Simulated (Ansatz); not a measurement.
Born–Oppenheimer molecular dynamics of C$_{2}$H$_{7}$O (10 atoms, charge 0, multiplicity 2). It starts from a rough guess of a transition structure, not a stationary point.

Computed with UKS PBE-D4/6-31G* in Ansatz 0.2.0.

```json
{"ensemble": "NVE (velocity Verlet)", "time step": "0.5 fs", "steps asked": "150", "starting velocities drawn for": "1000 K", "seed": "331124"}
```

First frame:

```xyz
10
Properties=species:S:1:pos:R:3
H 0.223 0.280 -0.629
C 0.745 1.530 -0.307
O -0.275 -0.882 -0.798
C -0.707 -1.417 0.384
H 0.135 1.877 0.511
H 1.768 1.324 -0.042
H 0.629 2.093 -1.218
H -1.523 -0.839 0.843
H -1.100 -2.415 0.144
H 0.105 -1.550 1.113
```

(1) How far do the bonds stretch over the last three quarters of this one trajectory? (Pairs bonded in most of those frames.)

Answers

(1) 
```
  bond  mean (Å)  spread (Å)  shortest  longest
 H1–O3     1.002       0.034      0.95     1.08
 C2–H5     1.105       0.052      1.02     1.20
 C2–H6     1.107       0.059      1.00     1.20
 C2–H7     1.109       0.067      1.01     1.21
 O3–C4     1.422       0.028      1.38     1.46
 C4–H8     1.120       0.042      1.05     1.18
 C4–H9     1.107       0.022      1.07     1.14
C4–H10     1.118       0.019      1.08     1.16
```

Mean temperature of the second half: 648 K. The conserved energy stayed within 0.9 meV per atom of its start (net change 0.29 meV per atom), so the integration is sound. A run of 0.075 ps of so small a system gives no equilibrium averages.

Run time: 12 min on 1 CPU thread of a shared host.
